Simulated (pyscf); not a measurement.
Routes from H₂B–O–B=O + hydrogen (H₂)

Candidate steps break at most two bonds and form at most two. Each was searched with GFN2-xTB (tblite) first. Single points on ωB97X-D3(BJ)/def2-SVP structures (PySCF, gas phase). Energies: ωB97M-D3(BJ)/def2-TZVP, kJ/mol, from the separated reactants, singlet surface; ΔG‡ with ideal gas, 1 atm, RRHO with modes under 100 cm⁻¹ raised to 100, one conformer, R ln 2 for chiral ones without a mode under 150 cm⁻¹.

| products | type | ΔE‡ | ΔE | ΔG‡ 298 K | ΔG‡ 900 K | ν‡ (cm⁻¹) |
|---|---|---|---|---|---|---|
| H₂B–O–BH–OH | addition across a multiple bond or ene-type step | 147.5 | -119.3 | 187.6 | 269.4 | 1367i |
| O=B–OH + BH₃ | four-centre exchange | 157.4 | +113.6 | 201.0 | 279.3 | 1313i |

Row 2: On the product side the descent ends in a complex, 20.7 kJ/mol under the separated species and 65.8 kJ/mol under the saddle at ωB97X-D3(BJ)/def2-TZVP. 

Plain bond fissions and candidates not yet searched are not listed, and one of them may be faster. Each barrier is that of the saddle found; lower ones may exist.
